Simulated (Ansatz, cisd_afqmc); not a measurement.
System: SiO, charge 0, singlet. SiO (SMILES O=[Si]).
B3LYP-D3(BJ)/def2-TZVP minimum from Ansatz (an electronic-structure program):
```xyz
2

Si     0.0000     0.0000    -0.5502
O      0.0000     0.0000     0.9629
```

Total energies in cc-pV(D+d)Z, 10 correlated electrons, 6 frozen orbitals. Radicals and triplets start from unrestricted determinants; spin-orbit coupling is neglected. Correlated methods leave the cores frozen. No relativity. AFQMC/CISD: phaseless, guided by CISD from CCSD amplitudes; bars are statistical, one sigma. Outlying blocks are dropped, and bars are widened where a walk drifts. Over all cases where full CI ran beside it in this data, AFQMC minus full CI had a median of +0.1 mEh and passed +0.4 mEh in a tenth of the cases. The T1 diagnostic of OSi (O=[Si], singlet) reaches 0.030 in the sets run.

```
method         program         energy (Eh)  minus CCSDTQ (mEh)
----------  ----------  ------------------  ------------------
HF              Ansatz          -363.80040              292.85
MP2             Ansatz          -364.07318               20.07
CCSD            Ansatz          -364.07972               13.53
CCSD(T)         Ansatz          -364.09125                2.00
CCSDT(Q)        Ansatz          -364.09362               -0.37
CCSDTQ          Ansatz          -364.09325                0.00
AFQMC/CISD  cisd_afqmc  -364.0936 ± 0.0006          -0.3 ± 0.6
```

Rough core times of Ansatz's runs on a shared machine: CCSD(T) under 20 s, CCSDT(Q) under 20 s, CCSDTQ 2 min.
